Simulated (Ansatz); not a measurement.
## hcp Be

These are PBE-D3(BJ) (Ansatz, a first-principles code, plane waves, PAW) values and carry that method's errors.

Numerical settings: plane-wave cutoff 520 eV, 30×30×16 k mesh (along the axes of the cell as run), Fermi–Dirac smearing 0.05 eV, scalar-relativistic PAW data made under PBE.

Cell (relaxed at this level):

Space group P6₃/mmc (No. 194); a = b = 2.2161 Å, c = 3.4952 Å, α = β = 90.00°, γ = 120.00°

```json
[
 {"atom": "Be", "site": "2c", "symmetry": "-6m2", "x": "0.3333", "y": "0.6667", "z": "0.2500"}
]
```

| Property | Value |
|---|---|
| bulk modulus | 133 GPa |
| band gap | none |
| pressure derivative B′ of the bulk modulus | 3.3 |

Measured, for comparison: bulk modulus 117 GPa (room temperature, no zero-point or thermal correction, our sources range from 97.2 to 117; as tabulated in arXiv:2410.04971). Computed (rounded) less measured: bulk modulus not scored (sources differ).

Note: the bulk modulus comes from volumes at which shape and atoms were relaxed.

It cost around 3 core-minutes (rough) of CPU time.
